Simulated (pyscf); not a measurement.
F–GeH(F)–F + HF -> HF + F–Ge:–F [singlet] + HF, a multi-bond step (singlet surface; F–Ge, Ge–H, F–H broken, F–H, F–H formed). Single points on ωB97X-D3(BJ)/def2-SVP structures (PySCF, gas phase). Energies in kcal/mol from the separated reactants.

Small-basis levels: PySCF, no dispersion term, spherical d functions. 

Problem. Quick B3LYP/6-31G*+LANL2DZ single points give ΔE‡ = 25.8 kcal/mol and ΔE = +37.5 kcal/mol. What does ωB97M-D3(BJ)/def2-TZVP give, and how far is the quick result from it?

Solution. ωB97M-D3(BJ)/def2-TZVP gives ΔE‡ = 31.3 kcal/mol and ΔE = +21.6 kcal/mol. B3LYP/6-31G*+LANL2DZ lies 5.5 kcal/mol under it in the barrier and 15.8 kcal/mol over it in the reaction energy, so on this step it does not hold to within 3.0 kcal/mol. At B3LYP/6-31G*+LANL2DZ this geometry lies under one side, so its ΔE‡ may be no barrier of that level. ωB97M-D3(BJ)/def2-TZVP has limits of its own. On the reactant side the descent ends in a complex (not fully relaxed), 5.0 kcal/mol under the separated species and 38.5 kcal/mol under the saddle at ωB97X-D3(BJ)/def2-TZVP. On the product side the descent ends in a bound adduct, 11.2 kcal/mol under the separated species and 17.8 kcal/mol under the saddle at ωB97X-D3(BJ)/def2-TZVP. At ωB97X-D3(BJ) the barrier from the zero used here is 33.5 kcal/mol. One saddle was located; it need not be the lowest between these sides. In the def2 sets elements up to Kr have no core potential.
